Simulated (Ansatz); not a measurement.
# SiP (sextet): the correlation ladder, 6-31G

Aim: climb from Hartree-Fock through coupled cluster and multireference methods for SiP (sextet) at one geometry and basis, and see what each rung misses.

The runs use Ansatz 0.2.0, Gaussian basis; 6-31G, core rule «outside noble gas», up to 10 orbitals frozen.

The runs, in order: UHF; CCSD(T) on ROHF; CCSD(T) on UHF; BCCD(T) on ROHF; CISD; CCSDT(Q) on ROHF; CCSDT(Q) on UHF; CISDTQ; CCSDTQ on ROHF; CCSDTQ on UHF; CASSCF and MRCISD+Q, 9 electrons in 8 orbitals; CASSCF and NEVPT2, 9 electrons in 8 orbitals; Full CI.

16 further runs of the same task are left out: 5 that didn't finish, 11 set aside as unsound or not needed.

## Step 1: What is computed

The geometry is a PBE0/def2-TZVP stationary point (not a proven minimum) of the parent state, kept for this charge and spin.

2 atoms, charge 0, spin multiplicity 6.

Atoms are counted from 1 here; the program's logs count them from 0.

Bond lengths: Si1–P2 2.343 Å.

## Step 2: UHF

in.yaml

```yaml
crystal:
  periodic: [false, false, false]
  atoms:
    - {symbol: Si, position_ang: [0.000000, 0.000000, 0.000000]}
    - {symbol: P, position_ang: [0.000000, 0.000000, 2.343000]}
basis:
  gaussian: {orbitals: 6-31G}
magnetization: {spin_polarized: true, initial_magnetization: 5}
hamiltonian: {xc: hf}
output: {orbitals: {seedname: orbitals}}
```

Launch:

```bash
$ ansatz run in.yaml --threads 1 --pin off --events-out ev --progress --plain --max-ram 2393MiB
```

Further steps of the session: CCSD(T) on ROHF; CCSD(T) on UHF; BCCD(T) on ROHF; CISD; CCSDT(Q) on ROHF; CCSDT(Q) on UHF; CISDTQ; CCSDTQ on ROHF; CCSDTQ on UHF; CASSCF and MRCISD+Q, 9 electrons in 8 orbitals; CASSCF and NEVPT2, 9 electrons in 8 orbitals; Full CI.

**Question.** What will the summary of the whole plan be? Wanted: FCI below the RHF energy; RMP2 from FCI; UMP2 from FCI; RCCSD from FCI; RCCSD(T) from FCI; UCCSD(T) from FCI; RCCSDT(Q) from FCI; UCCSDT(Q) from FCI; NEVPT2 valence from FCI.

As calculated:

```
                         quantity                                                                                                                                        value
         FCI below the RHF energy                                                                                                                                   -1.5296 eV
                    RMP2 from FCI                                                                                                                                 +42.9 kJ/mol
                    UMP2 from FCI                                                                                                                                 +44.8 kJ/mol
                   RCCSD from FCI                                                                                                                                  +3.1 kJ/mol
                RCCSD(T) from FCI                                                                                                                                  +1.0 kJ/mol
                UCCSD(T) from FCI                                                                                                                                  +0.9 kJ/mol
               RCCSDT(Q) from FCI                                                                                                                                   0.0 kJ/mol
               UCCSDT(Q) from FCI                                                                                                                                   0.0 kJ/mol
          NEVPT2 valence from FCI                                                                                                                                 +26.9 kJ/mol
        MRCISD+Q valence from FCI                                                                                                                                  +0.5 kJ/mol
levels within 1 kcal/mol (43 meV)  RCCSD, UCCSD, RCCSD(T), UCCSD(T), BCCD(T), RCCSDT, UCCSDT, CISDTQ, RCCSDT(Q), UCCSDT(Q), RCCSDTQ, UCCSDTQ, MRCISD valence, MRCISD+Q valence
                    T1 diagnostic                                                                                                                                        0.016
   effectively unpaired electrons                                                                                                                                         5.02
```

RCCSD(T) lands +1.0 kJ/mol from the yardstick (0.7 % of the correlation energy). One determinant dominates. Of the multireference levels listed MRCISD+Q valence comes nearest in total energy (+0.5 kJ/mol), which doesn't show that its space is the better one. These misses are within one basis, not against nature; the frozen cores of restricted and unrestricted runs differ, which can shift their rows.
